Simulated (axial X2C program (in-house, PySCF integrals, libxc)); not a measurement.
**Which molecule has these constants?**

Computed with an in-house relativistic program for diatomic molecules, spin-free (one-electron X2C) or two-component (2c: spin–orbit coupling with atomic mean-field Coulomb and Gaunt terms, which also bring small scalar terms), in Dyall basis sets with cores contracted in-house; open shells are unrestricted.

A two-component PBE0 calculation in a Dyall 3-zeta basis gave Re = 2.074 Å, ωe = 596.2 cm⁻¹, De = 3.28 eV, Ω = 3/2.

Task: Which molecule is it?
A. AlC⁻
B. AlN⁻
C. LiAl⁻
D. AlO⁻
E. AlB⁻

Result: E. The others have AlO⁻ 1.645 Å and 977.0 cm⁻¹ (Ω = 0); AlC⁻ 1.887 Å and 705.2 cm⁻¹ (Ω = 2); LiAl⁻ 2.556 Å and 344.6 cm⁻¹ (Ω = 3/2); AlN⁻ 1.714 Å and 893.2 cm⁻¹ (Ω = 1/2).

Each entry is the lowest single determinant of a limited PBE0 search at one distance. De goes to single-determinant-based atoms at the same level (for ions the charge split of lowest energy) and is withheld (n/a) where an atom does not fit its ground term or J level. Main or longest-lived isotopes. One determinant is a doubtful description, or other states lie close, for AlB⁻, AlC⁻, LiAl⁻, AlN⁻; these need not be ground states, and all values refer to the states named. Some open-shell Ω = 0 determinants are out of reach, so the Ω given for AlC⁻ need not be the lowest component. With several unpaired electrons the Ω given is that of one determinant, not necessarily of the lowest component. Some light 2c atoms are not at their ground J level, so De misses part of their lowering (0.04 eV or less). The functionals have no current term, which raises determinants with orbital currents.
